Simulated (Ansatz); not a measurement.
Compounds of Si with 4 ligands, in which OH is traded for H. Quantity: electronic atomisation energy to ground-state atoms, in kcal/mol. Each molecule is optimised on its own at B3LYP-D3(BJ)/def2-TZVP (Ansatz, a quantum-chemistry and plane-wave program), one conformer each, not searched for the lowest. Cores are frozen in the correlated levels unless marked. Open shells are spin-unrestricted. No spin-orbit coupling. Non-relativistic. CBS(X,Y): correlation extrapolated as X^-3; Hartree-Fock from the larger set. The bracket is a focal-point correction in the basis named. The first level has limits of its own: it lacks core correlation, which all-electron functionals hold.

```csv
n(H),species (SMILES),"RI-MP2/CBS(aug-cc-pV(T+d)Z,aug-cc-pV(Q+d)Z)+[CCSD(T)-MP2]/aug-cc-pV(T+d)Z (Ansatz)",PBE/def2-TZVPD (Ansatz),wB97M-V/def2-TZVPD (Ansatz)
0,O[Si](O)(O)O,904.6,899.2,895.4
1,O[SiH](O)O,758.7,751.9,751.3
2,O[SiH2]O,609.8,601.5,604.2
3,O[SiH3],?,?,?
4,[SiH4] (SiH4),325.9,313.5,324.0
```

**Question.** Fit a straight line through the known rows at each level by least squares, predict the withheld row (n(H) = 3), and compare with the run.

**Answer.** 
- The known rows have mean n(H) = 1.75 and Σ(n(H) - mean)² = 8.75.
- RI-MP2/CBS(aug-cc-pV(T+d)Z,aug-cc-pV(Q+d)Z)+[CCSD(T)-MP2]/aug-cc-pV(T+d)Z: mean 649.750, Σ(n(H) - mean)(y - mean) = -1266.350, slope -144.726 kcal/mol a step; the line gives 649.750 + (-144.726)×(3 - 1.75) = 468.8; the run gives 464.6, -4.2 from the line, whose largest residual on the known rows is 3.8.
- PBE/def2-TZVPD: mean 641.525, Σ(n(H) - mean)(y - mean) = -1281.775, slope -146.489 kcal/mol a step; the line gives 641.525 + (-146.489)×(3 - 1.75) = 458.4; the run gives 454.2, -4.2 from the line, whose largest residual on the known rows is 3.4.
- wB97M-V/def2-TZVPD: mean 643.725, Σ(n(H) - mean)(y - mean) = -1250.375, slope -142.900 kcal/mol a step; the line gives 643.725 + (-142.900)×(3 - 1.75) = 465.1; the run gives 460.8, -4.3 from the line, whose largest residual on the known rows is 3.8.
- PBE minus the first level along the series: -5.4, -6.8, -8.3, -10.4, -12.4 kcal/mol.
